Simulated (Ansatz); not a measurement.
## Basis-set limit of HfH3O3, doublet

```xyz
7

O    -1.3411    1.3056    0.7609
Hf   -0.1802   -0.1605    0.2882
O     1.7304    0.0220    0.4795
O    -0.9297   -1.8101   -0.3735
H    -1.9139    2.0312    0.9967
H     2.6755    0.1120    0.5746
H    -1.3018   -2.6260   -0.6992
```

Ansatz 0.2.0, UHF determinant, valence electrons correlated, core potentials past Kr. Energies in eV.

| set | X | functions | Hartree–Fock | MP2 correlation | CCSD(T) correlation | time |
| --- | --- | --- | --- | --- | --- | --- |
| def2-TZVPP | 3 | 191 | -7458.8738 | -22.6137 | -23.5090 | 7 s on 1 × NVIDIA H100 80GB HBM3 with 2 threads of AMD EPYC 7R13 Processor (Zen 3), with other jobs on the host |
| def2-QZVPP | 4 | 342 | -7459.1935 | -24.4049 | -25.2027 | 22 s on 1 × NVIDIA H100 80GB HBM3 with 2 threads of AMD EPYC 7R13 Processor (Zen 3) (shared host) |

Hartree–Fock is taken to follow E(X) = E∞ + A·exp(−7.88·√X), correlation E(X) = E∞ + B·X^−2.97.

Cautions: no spin-orbit coupling; outer-core shells of the metal frozen.

Task: Work out the CCSD(T) energy at the limit, and how far the shortcut misses it that extrapolates MP2 and adds CCSD(T) minus MP2 from the smaller set.

Result: Hartree–Fock: E∞ = E4 + 0.1377·(E4 − E3) = -7459.2376. Correlation: E∞ = E4 + 0.7407·(E4 − E3) = -26.4572 for CCSD(T) and -25.7317 for MP2. The limit is -7485.6948 eV, 1.299 eV below def2-QZVPP. The shortcut gives a correlation energy of -25.7317 + (-0.8953) = -26.6269, 170 meV lower than the direct value.

The exponents were fitted on light atoms, and def2 sets of heavy atoms don't grow evenly, so the limit is rough here.
